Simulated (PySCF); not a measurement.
C4H6N2.
Bonds: C1–N2, N2–C3 (aromatic), C3–C4 (aromatic), C4–N5 (aromatic), N5–C6 (aromatic), N2–C6 (aromatic). Hydrogens: H7, H8, H9 on C1; H10 on C3; H11 on C4; H12 on C6.

Method used: PBE0-D3(BJ)/def2-SVP geometry optimisation, gas phase in PySCF.

List the bond lengths and angles at this level.

```tsv
bond	length (Å)	order
C1–N2	1.439	single
N2–C3	1.373	aromatic
C3–C4	1.376	aromatic
C4–N5	1.365	aromatic
N5–C6	1.309	aromatic
N2–C6	1.362	aromatic
C1–H7, C1–H8, C1–H9	1.100	single
C3–H10	1.088	single
C4–H11	1.090	single
C6–H12	1.091	single
```

Bonds in one row agree within 0.01 Å and their mean is given. Orders are formal, as drawn. A selection of angles:
```tsv
angle	degrees
N2–C1–H7	111.0
N2–C1–H9	109.1
H7–C1–H8	108.8
H7–C1–H9	108.3
C1–N2–C3	126.7
C1–N2–C6	126.8
C3–N2–C6	106.5
N2–C3–C4	105.5
N2–C3–H10	122.1
C4–C3–H10	132.5
C3–C4–N5	110.5
C3–C4–H11	127.7
N5–C4–H11	121.9
C4–N5–C6	105.3
N5–C6–H12	126.1
N2–C6–N5	112.3
N2–C6–H12	121.6
```

N5 (pyridine-type nitrogen) is bent (angle 105.3°). N2 (pyrrole-type nitrogen) is planar (angles 126.8°, 126.7° and 106.5°, sum 360.0°, 0.01 Å off the plane of its three neighbours). Of the pairs four or more bonds apart, H9···H12 is among the closest relative to their van der Waals radii: 2.46 Å, 102 % of the sum of Bondi's values. The 5 C–N bonds span 1.309 Å (N5–C6, aromatic) to 1.439 Å (C1–N2, drawn single), a spread of 0.130 Å. The 6 heavy atoms lie in one plane (0.004 Å rms). The 5-membered ring N2–C3–C4–N5–C6 has internal angles of 105.3° to 112.3° (sum 540°, against 540° for a flat polygon); it is planar, 0.00 Å rms from its mean plane, widest ring torsion 0°.

No frequency check.
